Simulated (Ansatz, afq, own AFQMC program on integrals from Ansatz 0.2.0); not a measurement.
# Where AFQMC and coupled cluster stand for BSi, doublet

```xyz
2

Si    0.0000    0.0000    0.0000
B     0.0000    0.0000    2.2900
```

Basis 6-31G. Noble-gas cores (and the filled d shells of Ga–Kr and In–Xe) are frozen. Ansatz 0.2.0 and our own AFQMC program on the same integrals; the CISD trial comes from CCSD amplitudes, and released means the phaseless constraint is let go. ± is one standard error of the sampling.

Determinant: ROHF, the one that the program's search chose, which needn't be the lowest solution. The geometry is a point of a scan.

Full CI is exact in this basis; its frozen core comes from its own orbitals, which moves totals by up to a few meV.

Cautions: a spin-contaminated unrestricted determinant lies lower (UHF 1.14 eV lower, ⟨S²⟩ 1.80); the search met a lower determinant of the same kind, perhaps of another symmetry (307 meV lower); strong correlation (T1 0.073, weight of the determinant 0.80, largest double 0.21); the CCSDTQ amplitudes may be one of several solutions (largest double 0.94); the released energies are still falling, so no released level is given (meV from the phaseless value at times in 1/Eh: -4 ± 5 at 0.24, -13 ± 5 at 0.51, -22 ± 4 at 0.99, -35 ± 4 at 1.62, -41 ± 5 at 2.40); the determinant fills πx and πy unequally, so it mixes two states of the linear molecule, and each level undoes that mixture to a different degree, while full CI gives the lower state; CCSDTQ on the UHF determinant differs (28 meV higher), by its state or its frozen core; full CI with its own frozen core; a state of higher spin lies lower (by 844 meV).

The T1 diagnostic is 0.0730. The weight of the determinant in the CISD state is 0.800 and the size of the correlated space is 7 electrons in 16 orbitals.

Reference: full CI, correlation energy -3.410 eV. CCSDTQ lies 6.6 meV above full CI, in part by the other frozen core, which shifts every row alike, so rows that close can't be ranked against it. The cautions show a poor starting determinant, so the rows tell how each method copes with it here, and full CI is the sure value.

| level | E − E(reference) (kJ/mol) | share of correlation (%) |
| --- | --- | --- |
| HF | 329.0 | 0.00 |
| MP2 | 117.1 | 64.41 |
| CCSD | 28.6 | 91.29 |
| CCSD(T) | 13.1 | 96.01 |
| CCSDT | 7.0 | 97.89 |
| CCSDT(Q) | 3.3 | 99.00 |
| CCSDTQ | 0.6 | 99.81 |
| ph-AFQMC/HF | 33.5 ± 1.9 | 89.83 |
| ph-AFQMC/CISD | 12.7 ± 0.4 | 96.14 |

CCSDT and higher add their correlation energy to the determinant of the CCSD(T) run, since their own runs factorise the integrals more tightly (a shift of under 2 meV).
